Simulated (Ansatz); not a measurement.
The first iterations of a band of CH5O2 (8 atoms, charge 1, multiplicity 1).

Theory: RKS PBE/cc-pVDZ (Ansatz).

```json
{"movable images": "9", "climbing image": "yes", "spring": "5.0 eV/Å²", "optimiser": "quadratic models (default)", "start path": "through a guess of the saddle point", "force threshold": "0.5 eV/Å", "iteration limit": "60", "end points": "relaxed"}
```

Image 0:

```xyz
8
Properties=species:S:1:pos:R:3
O -1.257 0.753 -0.113
C 0.008 0.531 -0.368
O 0.435 -0.939 0.524
H -1.849 0.244 -0.714
H 0.311 0.150 -1.361
H 0.672 1.263 0.124
H 0.300 -0.796 1.493
H 1.380 -1.206 0.415
```

Image 10:

```xyz
8
Properties=species:S:1:pos:R:3
O -0.978 0.782 -0.111
C 0.560 0.361 -0.303
O 0.538 -0.894 0.701
H -1.559 0.739 -0.911
H 0.449 -0.206 -1.264
H -0.964 1.717 0.201
H 1.234 -0.712 1.375
H 0.719 -1.786 0.311
```

| iteration | highest image above the first end (eV) | largest band force component (eV/Å) |
| --- | --- | --- |
| 1 | 16.418 | 73.201 |
| 2 | 6.732 | 33.549 |
| 3 | 4.009 | 9.542 |

Task: Does the band converge within its limit, and where does its top end?

Result: The forces met the threshold. It ended after 11 iterations with the highest image 3.734 eV above the first end. The threshold of 0.5 eV/Å is loose, so the images may lie well off the minimum-energy path. Neighbouring images differ by up to 1.6 eV, so the band resolves the path poorly. The order of the stationary point at the top wasn't checked. The orbitals stay closed-shell, which can raise the energy where a bond breaks towards radicals; this wasn't checked here. Limits of this set-up: the dipole of an ion depends on the origin.

Time of the run: 2 min on 1 thread of Arm Neoverse V2, on a shared host, peak memory 0.24 GiB.
